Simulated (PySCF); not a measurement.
Compound: C₅H₁₂O.
Bonds: C1–O2, O2–C3, C3–C4, C3–C5, C3–C6. Hydrogens: H7, H8, H9 on C1; H10, H11, H12 on C4; H13, H14, H15 on C5; H16, H17, H18 on C6.

Structure optimised with GFN2-xTB, isolated species.

Question: Give the optimised bond lengths and angles.

Answer: 
```
                   bond  length (bohr)
                  C1–O2          2.652
                  O2–C3          2.699
    C3–C4, C3–C5, C3–C6          2.899
    C1–H7, C1–H8, C1–H9          2.066
C4–H10 and 8 like bonds          2.054
```

Bonds in one row agree within 0.02 bohr and their mean is given. A selection of angles:
```
     angle  degrees
  O2–C1–H7    112.4
  O2–C1–H8    105.4
  H7–C1–H8    108.8
  C1–O2–C3    117.8
  O2–C3–C4    111.8
  O2–C3–C5    103.7
  C4–C3–C5    109.6
 C3–C4–H10    109.6
 C3–C4–H11    111.4
H10–C4–H11    108.2
H10–C4–H12    108.8
```

Torsions: C1–O2–C3–C4 62° (synclinal).

Of the pairs four or more bonds apart, C4···H7 is among the closest relative to their van der Waals radii: 2.71 Å, 94 % of the sum of Bondi's values. The 2 C–O bonds span 1.404 Å (C1–O2, drawn single) to 1.428 Å (O2–C3, drawn single), a spread of 0.024 Å. All 3 C–C bonds measure 1.532 to 1.535 Å. O2 (ether oxygen) is bent (angle 117.8°).

Point group: Cs (every atom within 0.08 Å of its image). Not checked by GFN2-xTB frequencies.

These are computed values.
